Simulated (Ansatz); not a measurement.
## Fe$_{13}$Co$_{3}$ (P4/mmm)

Method: Ansatz 0.2.0, DFT r2SCAN, scalar-relativistic, plane waves, PAW.

Settings: cutoff 500 eV, Γ-centred mesh 6×6×6 on the computed 16-atom cell, Gaussian smearing of 0.10 eV; collinear spin from starting moments 3.05 3.14 3.14 3.14 3.14 3.06 3.14 3.14 3.14 3.05 2.95 3.14 2.95 2.14 2.11 2.11 μB.

The structure is relaxed at this level of theory with its symmetry kept. Whether it is the stable form of this composition wasn't checked.

```
Fe Co
1.0
     5.69297    0.00000    0.00000
     0.00000    5.69297    0.00000
     0.00000    0.00000    5.69903
Fe Co
13 3
Cartesian
  2.8465 0.0000 2.8495
  4.2614 1.4315 4.2857
  1.4315 4.2614 1.4133
  1.4315 4.2614 4.2857
  1.4315 1.4315 4.2857
  0.0000 0.0000 2.8495
  4.2614 1.4315 1.4133
  4.2614 4.2614 4.2857
  4.2614 4.2614 1.4133
  0.0000 2.8465 2.8495
  2.8465 0.0000 0.0000
  1.4315 1.4315 1.4133
  0.0000 2.8465 0.0000
  0.0000 0.0000 0.0000
  2.8465 2.8465 2.8495
  2.8465 2.8465 0.0000
```

```json
{
 "Space group": "P4/mmm (No. 123)",
 "Volume per atom": "11.54 Å³",
 "Formation energy from the elements' standard states (uncorrected)": "-0.100 eV/atom",
 "Generalised Kohn–Sham band gap": "none (metal)",
 "Density of states at the Fermi level": "7.42 states/eV per cell",
 "Löwdin character within 0.5 eV of the Fermi level": "Fe 3d 74 %, Co 3d 10 %, Fe 4s 9 %, unprojected 6 %",
 "Total moment": "39.96 μB per cell",
 "Site moments (μB; atoms counted from 1 over the whole cell)": "Fe (atom 1) 2.77, Fe (atom 2) 2.86, Fe (atom 3) 2.86, Fe (atom 4) 2.86, Fe (atom 5) 2.86, Fe (atom 6) 2.78, Fe (atom 7) 2.86, Fe (atom 8) 2.86, Fe (atom 9) 2.86, Fe (atom 10) 2.77, Fe (atom 11) 2.68, Fe (atom 12) 2.86, Fe (atom 13) 2.68, Co (atom 14) 1.94, Co (atom 15) 1.92, Co (atom 16) 1.91"
}
```

The state reached may not be the lowest one. Only parallel moments were tried here.

Only this magnetic start was tried.

Cost: 1 run of about 16 core-minutes, on Oxide Virtual Turin-like Processor (Zen 5) (shared hosts).